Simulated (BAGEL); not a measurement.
# CH4FSi (SMILES C[SiH]F) at UHF/3-21G (density fitting with qzvpp-jkfit)

What is the vertical doublet–quartet gap of CH4FSi at UHF/3-21G (density fitting with qzvpp-jkfit)? 

The calculation is run with BAGEL 1.2.2.

3 further runs of the same task are left out: 2 that didn't finish, 1 set aside as unsound or not needed. Runs told in other sessions of the task aren't counted.

## (1) The structure to begin with

CH4FSi: 7 atoms, total charge 0, spin state doublet. As SMILES, `C[SiH]F`. The shape is that of a PBE0-D4/def2-TZVP optimisation.

Bond lengths: C1–Si2 1.864 Å, Si2–F3 1.609 Å, C1–H4 1.091 Å, C1–H5 1.093 Å, C1–H6 1.094 Å, Si2–H7 1.494 Å. Angles: C1–Si2–F3 108.7°, C1–Si2–H7 111.7°, F3–Si2–H7 106.7°, Si2–C1–H4 111.5°, Si2–C1–H5 109.9°, Si2–C1–H6 110.0°, H4–C1–H5 108.4°, H4–C1–H6 108.5°, H5–C1–H6 108.5°.

## (2) The energy at UHF/3-21G (density fitting with qzvpp-jkfit)

job.json

```json
{ "bagel": [

{
  "title": "molecule",
  "basis": "3-21g",
  "df_basis": "qzvpp-jkfit",
  "angstrom": true,
  "geometry": [
    { "atom": "C", "xyz": [   -0.653500,    0.389500,   -0.298000 ] },
    { "atom": "Si", "xyz": [    0.917400,   -0.594100,   -0.104100 ] },
    { "atom": "F", "xyz": [    0.640700,   -1.812800,    0.909600 ] },
    { "atom": "H", "xyz": [   -1.444900,   -0.207800,   -0.754100 ] },
    { "atom": "H", "xyz": [   -0.470200,    1.260900,   -0.931700 ] },
    { "atom": "H", "xyz": [   -1.000700,    0.738300,    0.679600 ] },
    { "atom": "H", "xyz": [    2.011300,    0.226000,    0.498700 ] }
  ]
},
{
  "title": "uhf",
  "nopen": 1
},
{
  "title": "print",
  "file": "orbitals.molden",
  "orbitals": true
}

]}
```

Started as:

```
$ BAGEL_NUM_THREADS=1 BAGEL job.json > job.out
```

The program printed:

```text
* using 1 threads per process

  ===============================================================
  ===============================================================

  *** Geometry ***

  { "atom" : "C", "xyz" : [     -1.234936,      0.736048,     -0.563138 ] },
  { "atom" : "Si", "xyz" : [      1.733635,     -1.122686,     -0.196720 ] },
  { "atom" : "F", "xyz" : [      1.210748,     -3.425696,      1.718895 ] },
  { "atom" : "H", "xyz" : [     -2.730465,     -0.392685,     -1.425042 ] },
  { "atom" : "H", "xyz" : [     -0.888549,      2.382756,     -1.760658 ] },
  { "atom" : "H", "xyz" : [     -1.891049,      1.395185,      1.284258 ] },
  { "atom" : "H", "xyz" : [      3.800806,      0.427078,      0.942406 ] },

  Number of auxiliary basis functions:      352

  Since a DF basis is specified, we compute 2- and 3-index integrals:
    o Being stored without compression. Storage requirement is 0.004 GB

  Number of basis functions:       39
  Number of electrons      :       33

    * METHOD: MOLECULE                             0.05

  *** Open-shell HF ***

  === Nuclear Repulsion ===
   106.8824519710

      * DIIS with orbital gradients will be used.

  === UHF iteration (3-21g) ===
      0       -426.19082212          0.05611277           0.02
      1       -426.27557745          0.03028192           0.02
      2       -426.29473141          0.01693239           0.02
      3       -426.30249336          0.00119660           0.02
      4       -426.30271291          0.00050118           0.02
      5       -426.30275129          0.00015757           0.02
      6       -426.30276690          0.00003158           0.02
      7       -426.30276902          0.00001173           0.02
      8       -426.30276955          0.00000595           0.02
      9       -426.30276968          0.00000302           0.02
     10       -426.30276970          0.00000117           0.02
     11       -426.30276970          0.00000051           0.02
     12       -426.30276970          0.00000020           0.02
     13       -426.30276970          0.00000009           0.02
     14       -426.30276970          0.00000004           0.02
     15       -426.30276970          0.00000003           0.02
     16       -426.30276970          0.00000001           0.02
     17       -426.30276970          0.00000001           0.02
    * SCF iteration converged.

    * S^2 (UHF) is 0.7514

    * Permanent dipole moment:
           (    0.103402,    -0.597906,     0.610793) a.u.

    * METHOD: UHF                                  0.33

    * METHOD: PRINT                                0.00

  ===============================================================
```

It took 0.52 s on 1 thread of Intel Xeon 6975P-C (Granite Rapids), shared host.

## (3) The quartet at the same level

job.json

```json
{ "bagel" : [

{
  "title" : "molecule",
  "basis" : "3-21g",
  "df_basis" : "qzvpp-jkfit",
  "angstrom" : true,
  "geometry" : [
    { "atom" : "C", "xyz" : [      -0.653500,       0.389500,      -0.298000 ] },
    { "atom" : "Si", "xyz" : [       0.917400,      -0.594100,      -0.104100 ] },
    { "atom" : "F", "xyz" : [       0.640700,      -1.812800,       0.909600 ] },
    { "atom" : "H", "xyz" : [      -1.444900,      -0.207800,      -0.754100 ] },
    { "atom" : "H", "xyz" : [      -0.470200,       1.260900,      -0.931700 ] },
    { "atom" : "H", "xyz" : [      -1.000700,       0.738300,       0.679600 ] },
    { "atom" : "H", "xyz" : [       2.011300,       0.226000,       0.498700 ] }
  ]
},

{ "title" : "uhf", "nopen" : 3 },

{ "title" : "print", "file" : "orbitals.molden", "orbitals" : true }

]}
```

Started as:

```
$ BAGEL_NUM_THREADS=1 BAGEL job.json > job.out
```

The program printed:

```text
* using 1 threads per process

  ===============================================================
  ===============================================================

  *** Geometry ***

  { "atom" : "C", "xyz" : [     -1.234936,      0.736048,     -0.563138 ] },
  { "atom" : "Si", "xyz" : [      1.733635,     -1.122686,     -0.196720 ] },
  { "atom" : "F", "xyz" : [      1.210748,     -3.425696,      1.718895 ] },
  { "atom" : "H", "xyz" : [     -2.730465,     -0.392685,     -1.425042 ] },
  { "atom" : "H", "xyz" : [     -0.888549,      2.382756,     -1.760658 ] },
  { "atom" : "H", "xyz" : [     -1.891049,      1.395185,      1.284258 ] },
  { "atom" : "H", "xyz" : [      3.800806,      0.427078,      0.942406 ] },

  Number of auxiliary basis functions:      352

  Since a DF basis is specified, we compute 2- and 3-index integrals:
    o Being stored without compression. Storage requirement is 0.004 GB

  Number of basis functions:       39
  Number of electrons      :       33

    * METHOD: MOLECULE                             0.05

  *** Open-shell HF ***

  === Nuclear Repulsion ===
   106.8824519710

      * DIIS with orbital gradients will be used.

  === UHF iteration (3-21g) ===
      0       -425.82724241          0.05379207           0.02
      1       -425.91031420          0.04074018           0.02
      2       -425.94142243          0.02750934           0.02
      3       -425.96504070          0.00166967           0.02
      4       -425.96643113          0.00090380           0.02
      5       -425.96707535          0.00065456           0.02
      6       -425.96755204          0.00046256           0.02
      7       -425.96802888          0.00029288           0.02
      8       -425.96817989          0.00017525           0.02
      9       -425.96821409          0.00010780           0.02
     10       -425.96822467          0.00006195           0.02
     11       -425.96822663          0.00004334           0.02
     12       -425.96822771          0.00003519           0.02
     13       -425.96822835          0.00002937           0.02
     14       -425.96822918          0.00001893           0.02
     15       -425.96822958          0.00000817           0.02
     16       -425.96822962          0.00000506           0.02
     17       -425.96822963          0.00000305           0.02
     18       -425.96822964          0.00000218           0.02
     19       -425.96822965          0.00000150           0.02
     20       -425.96822966          0.00000092           0.02
     21       -425.96822966          0.00000055           0.02
     22       -425.96822966          0.00000031           0.02
     23       -425.96822966          0.00000025           0.02
     24       -425.96822966          0.00000015           0.02
     25       -425.96822966          0.00000009           0.02
     26       -425.96822966          0.00000007           0.02
     27       -425.96822966          0.00000005           0.02
     28       -425.96822966          0.00000003           0.02
     29       -425.96822966          0.00000002           0.02
     30       -425.96822966          0.00000002           0.02
     31       -425.96822966          0.00000001           0.02
     32       -425.96822966          0.00000001           0.02
    * SCF iteration converged.

    * S^2 (UHF) is 3.7710

    * Permanent dipole moment:
           (    0.892906,    -1.431140,     0.164335) a.u.

    * METHOD: UHF                                  0.56

    * METHOD: PRINT                                0.00

  ===============================================================
```

Run time: 0.74 s. Hardware: 1 thread of Intel Xeon 6975P-C (Granite Rapids), shared host.

## (4) Results

Level: UHF/3-21G (density fitting with qzvpp-jkfit).

| quantity | value |
| --- | --- |
| doublet: total energy | -426.30277 Eh |
| doublet: dipole moment | 2.19 D |
| doublet: ⟨S²⟩ | 0.751 |
| quartet: total energy | -425.96823 Eh |
| quartet: dipole moment | 4.31 D |
| quartet: ⟨S²⟩ | 3.771 |
| vertical energy of the quartet above the doublet | 9.103 eV |

What this shows: At this shape the quartet lies 9.10 eV (878 kJ/mol) above the doublet.
